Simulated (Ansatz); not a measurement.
**Aluminium trichloride (monomer) (AlCl₃): up Jacob's ladder to CCSD(T)**

How much do the methods differ for aluminium trichloride (monomer) (AlCl₃)? The plan is to run it at one geometry with functionals of several rungs and with coupled cluster. The yardstick is the atomisation energy at the CCSD(T) limit.

Computed with Ansatz 0.2.0, Gaussian basis. Level: functionals in def2-TZVPP, the program's frozen cores in correlated methods.

The runs, in order: LDA (SPW92), PBE-D4, revPBE-D4, BLYP-D4, r2SCAN-D4, B97M-V, PBE0-D4, B3LYP-D4, r2SCANh-D4, r2SCAN0-D4, HSE06-D4, BHLYP-D4, CAM-B3LYP-D4, LC-ωPBE, ωB97X-V, ωB97M-V, B2PLYP, PBE-QIDH; CCSD(T)/def2-SVP; CCSD(T)/def2-TZVPP; CCSD(T)/def2-QZVPP; extrapolation to the limit; RPA on PBE.

## 1. Structure used throughout

All runs share one geometry, relaxed beforehand with PBE0-D4 in a triple-zeta def2 set.

SMILES `[Cl][Al]([Cl])[Cl]`, 4 atoms, charge 0, spin multiplicity 1.

Atoms are counted from 1 here; the program's logs count them from 0.

Bond lengths: Cl1–Al2 2.069 Å, Al2–Cl3 2.069 Å, Al2–Cl4 2.069 Å. Angles: Cl1–Al2–Cl3 120.0°, Cl1–Al2–Cl4 120.0°, Cl3–Al2–Cl4 120.0°.

## 2. LDA

This LDA is Slater exchange with PW92 correlation.

File in.yaml:

```yaml
crystal:
  periodic: [false, false, false]
  atoms:
    - {symbol: Cl, position_ang: [-1.126301, -0.123934, 1.717605]}
    - {symbol: Al, position_ang: [0.013874, -0.015083, -0.005118]}
    - {symbol: Cl, position_ang: [1.736329, -1.147605, -0.178747]}
    - {symbol: Cl, position_ang: [-0.568403, 1.226322, -1.554140]}
basis:
  gaussian: {orbitals: def2-TZVPP}
hamiltonian: {xc: lda}
output: {orbitals: {seedname: orbitals}}
```

Started as:

```
> ansatz run in.yaml --threads 4 --pin off --events-out ev --progress --plain --max-ram 10444MiB
```

The runs that follow: PBE-D4 (GGA); revPBE-D4 (GGA); BLYP-D4 (GGA); r2SCAN-D4 (meta-GGA); B97M-V (meta-GGA); B3LYP-D4 (hybrid); r2SCANh-D4 (hybrid); r2SCAN0-D4 (hybrid); HSE06-D4 (hybrid); BHLYP-D4 (hybrid); CAM-B3LYP-D4 (range-separated); LC-ωPBE (range-separated); ωB97X-V (range-separated); ωB97M-V (range-separated); B2PLYP (double hybrid); PBE-QIDH (double hybrid); CCSD(T) in def2-SVP; CCSD(T) in def2-TZVPP; CCSD(T) in def2-QZVPP; RPA on PBE orbitals.

**Question.** What will the summary of the whole plan be? Wanted: atomisation energy, CCSD(T)/CBS; farthest beyond LDA; mean size of error, GGA; mean size of error, meta-GGA; mean size of error, hybrid; mean size of error, range-separated; mean size of error, double hybrid; gap, smallest and largest; T1 diagnostic.

As calculated:

| quantity | value |
| --- | --- |
| atomisation energy, CCSD(T)/CBS | 13.596 eV |
| functionals within 0.068 eV (0.5 %) | r2SCANh-D4, ωB97M-V |
| farthest beyond LDA | BHLYP-D4 (-0.730 eV) |
| mean size of error, GGA | 0.453 eV |
| mean size of error, meta-GGA | 0.142 eV |
| mean size of error, hybrid | 0.323 eV |
| mean size of error, range-separated | 0.256 eV |
| mean size of error, double hybrid | 0.302 eV |
| gap, smallest and largest | 5.68 eV (LDA (SPW92)), 13.18 eV (LC-ωPBE) |
| T1 diagnostic | 0.0080 |
| triples share of the correlation energy | 4.1 % |

What this shows: The LDA atomisation energy is off by 1.333 eV (10 %): it overbinds. PBE-D4 is off by -0.142 eV. Double hybrids carry the basis error of their MP2 part in triple zeta, and no dispersion term here, so their miss is partly the set-up's. By mean error the best rung here is meta-GGA (0.142 eV) and the worst beyond LDA is GGA (0.453 eV). RPA and LDA stand outside this count. Misses under about 0.068 eV are within the doubt on the reference itself, which lacks core-valence correlation, relativity and higher excitations. Hartree-Fock recovers 78 % of the binding; the rest is correlation. CCSD(T) in def2-SVP is off by -1.175 eV, which most functionals beat. The gap grows from 5.7 to 13.2 eV across the functionals, mostly with the share of exact exchange.
